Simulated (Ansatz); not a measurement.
Relaxed structures of CH5N, singlet (PBE0-D4/def2-TZVP; forces vanish, vibrations not checked; lower isomers may exist, and structures with a doubtful reference or unclear bonds are left out; Å). Ansatz 0.2.0; basis: def2-TZVPP; cores frozen in the correlated methods.

(1) Rank them by CCSD(T) energy, lowest first, and give each one's height above the lowest. Links in brackets join atoms within 1.22 times the sum of their covalent radii (1.1 for two metals). (Judge from chemistry; the value comes from the calculation.)
A.
a complex of CH₃N ([CH2][NH]) + H₂
```
7
angstrom
C -0.0315 0.5776 -0.7053
N 0.1100 0.6532 0.5449
H -1.5516 -2.1339 1.0836
H -0.5811 -0.2694 -1.1211
H 0.3588 1.3063 -1.4244
H -1.1590 -1.5022 1.1727
H 0.6385 1.4857 0.8076
```
B.
CH₅N ([CH2][NH3])
```
7
angstrom
C 0.8685 0.4476 0.1377
N -0.4787 -0.1467 -0.2711
H -0.9892 -0.7792 0.3689
H -0.3428 -0.6511 -1.1417
H -1.1034 0.6236 -0.4885
H 1.4839 -0.4285 0.3809
H 0.6592 0.9538 1.0893
```
C.
CH₅N ([CH3][NH2])
```
7
angstrom
C -0.4738 -0.1384 -0.2815
N 0.8016 0.3909 0.1705
H -0.9844 -0.8064 0.4275
H -0.3272 -0.6907 -1.2125
H -1.1505 0.6893 -0.5055
H 1.4480 -0.3606 0.3735
H 0.6863 0.9158 1.0279
```

The T1 diagnostic stays at or below 0.012.

Answers

(1) Computed: C (0.0 kJ/mol), A (132.9 kJ/mol), B (272.3 kJ/mol). Heights count from the lowest.

For scale, one of the runs: CCSD(T)/def2-TZVPP, 132 basis functions, launched by `ansatz run in.yaml --threads 2 --pin off --events-out ev --progress --plain --max-ram 4352MiB`. Hardware: 2 CPU threads of an Arm Neoverse V1, shared host. Wall time 11 s; peak host memory 0.67 GiB.
